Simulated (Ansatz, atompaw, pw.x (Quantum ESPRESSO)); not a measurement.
## pw.x on sc H: one setting changed

Potential: PAW, atompaw 4.2.0.5, PBEsol; core none, reference 1s1; waves: 1s (bound): rc 1.55 bohr; 1s channel at 2.75 Ry: rc 1.55 bohr; 2p channel at 0.25 Ry: rc 1.55 bohr; local part: troulliermartins scheme with l = 2 at 0.5 Ry, radius 1.45 bohr; core correction: none; augmentation: sinc compensation charge, radius 1.40 bohr; PAW radius 1.55 bohr; waves and projectors: custom rrkj gramschmidtortho.

The reference run (k-mesh 18³, cutoffs 40/400 Ry, Fermi–Dirac 0.01 Ry, mixing_beta 0.4, conv_thr 1e-9, no spin) gives 0.64 GPa at 2.993 Å³/atom, where all-electron LAPW gives 1.30 GPa. This run, with its own iteration cap, changes degauss to 0.005.

```
&control
  calculation='scf', prefix='x', pseudo_dir='./', outdir='./tmp', tstress=.true., disk_io='none'
/
&system
  ibrav=0, nat=1, ntyp=1, ecutwfc=40, ecutrho=400, nbnd=7,
  occupations='smearing', smearing='fd', degauss=0.005
/
&electrons
  conv_thr=1e-09, mixing_beta=0.4, electron_maxstep=60
/
ATOMIC_SPECIES
H 1.0 H.UPF
CELL_PARAMETERS angstrom
  1.44112695 0.00000000 0.00000000
  0.00000000 1.44112695 0.00000000
  0.00000000 0.00000000 1.44112695
ATOMIC_POSITIONS crystal
H 0.0000 0.0000 0.0000
K_POINTS automatic
18 18 18 0 0 0
```

```bash
pw.x < H.scf.in > H.scf.out
```

Task: How does the run end?

Result: It converges in 5 iterations; the free energy moves by +2.2 meV/atom and the pressure by -0.12 GPa. In a metal, with Fermi–Dirac smearing, F lies below its zero-width value by a term in the square of the width.

```
Message from routine setup:
     using ibrav=0 with symmetry is DISCOURAGED, use correct ibrav instead
     lattice parameter (alat)  =       2.7233  a.u.
     unit-cell volume          =      20.1978 (a.u.)^3
     number of electrons       =         1.00
     number of Kohn-Sham states=            7
     kinetic-energy cutoff     =      40.0000  Ry
     charge density cutoff     =     400.0000  Ry
     scf convergence threshold =      1.0E-09
     Exchange-correlation= SLA PW PSX PSC
     number of k points=   220  Fermi-Dirac smearing, width (Ry)=  0.0050
     iteration #  1     ecut=    40.00 Ry     beta= 0.40
     total energy              =      -1.08161337 Ry
     estimated scf accuracy    <       0.00021279 Ry
     iteration #  2     ecut=    40.00 Ry     beta= 0.40
     total energy              =      -1.08148181 Ry
     estimated scf accuracy    <       0.00007486 Ry
     iteration #  3     ecut=    40.00 Ry     beta= 0.40
     total energy              =      -1.08148231 Ry
     estimated scf accuracy    <       0.00000002 Ry
     iteration #  4     ecut=    40.00 Ry     beta= 0.40
     total energy              =      -1.08148231 Ry
     estimated scf accuracy    <          5.4E-09 Ry
     iteration #  5     ecut=    40.00 Ry     beta= 0.40
     the Fermi energy is     3.1567 ev
!    total energy              =      -1.08148231 Ry
     estimated scf accuracy    <          1.5E-10 Ry
     smearing contrib. (-TS)   =      -0.00009665 Ry
     convergence has been achieved in   5 iterations
          total   stress  (Ry/bohr**3)                   (kbar)     P=        5.21
     Message from routine punch:
     Nothing written, as per user request (disk_io='none')
```

The run took about 1.9 s on one core of a shared host (AMD EPYC 9B14, 90 threads, 708 GiB, load 14).
